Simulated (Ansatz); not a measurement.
BH2(CCH) (C2H3B). The state is a singlet with charge 0. Geometry PBE0-D4/def2-TZVP; atoms count from 1.

```csv
atom,x (Å),y (Å),z (Å)
B1,0.6674,-0.6619,-0.6325
H2,1.1429,-1.6500,-0.1613
H3,0.8919,-0.3685,-1.7674
C4,-0.2163,0.2149,0.2052
C5,-0.9289,0.9215,0.8805
H6,-1.5570,1.5440,1.4756
```

Q: Estimate the Mulliken populations from the PBE0/def2-TZVP orbitals of Ansatz.

A: 
| atom | charge (e) |
| --- | --- |
| B1 | -0.04 |
| H2 | 0.03 |
| H3 | 0.03 |
| C4 | 0.04 |
| C5 | -0.25 |
| H6 | 0.19 |
Mulliken values depend strongly on the basis.

Q: And the Mayer bond orders between heavy atoms (over 0.3)?

A: B1–C4 1.16 (1.50 Å); C4–C5 2.74 (1.21 Å).
